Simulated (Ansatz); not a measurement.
System: AlCl3, net charge 0, singlet state. 
Coordinates optimised at B3LYP-D3(BJ)/def2-TZVP (Ansatz, a program for electronic structure):
SMILES: [Cl][Al]([Cl])[Cl]
```xyz
4

Al     0.0000     0.0000     0.0000
Cl    -0.0059     2.0762     0.0283
Cl     1.8011    -1.0328    -0.0289
Cl    -1.7952    -1.0434     0.0007
```

Property: vertical triplet-singlet gap (E(triplet) - E(singlet); each state is the SCF solution reached for its spin; the molecule has degenerate orbitals, so one determinant may break the symmetry; for the triplet the Hartree-Fock reference is unstable and T1 is 0.017), in eV. Valence correlation only, unless marked. Open shells are spin-unrestricted. No spin-orbit coupling. Non-relativistic. CBS marks a two-point X^-3 extrapolation of the correlation energy; Hartree-Fock from the larger set. The program attaches cautions to a run behind CCSD(T)/aug-cc-pV(D+d)Z: other roots.

```csv
level,program,vertical triplet-singlet gap (eV)
SVWN5/def2-TZVPD,Ansatz,5.61
B3LYP/def2-TZVPD,Ansatz,6.10
CAM-B3LYP/def2-TZVPD,Ansatz,6.65
RI-MP2/aug-cc-pV(Q+d)Z,Ansatz,7.73
"RI-MP2/CBS(aug-cc-pV(T+d)Z,aug-cc-pV(Q+d)Z)",Ansatz,7.78
CCSD(T)/aug-cc-pV(D+d)Z,Ansatz,6.88
```
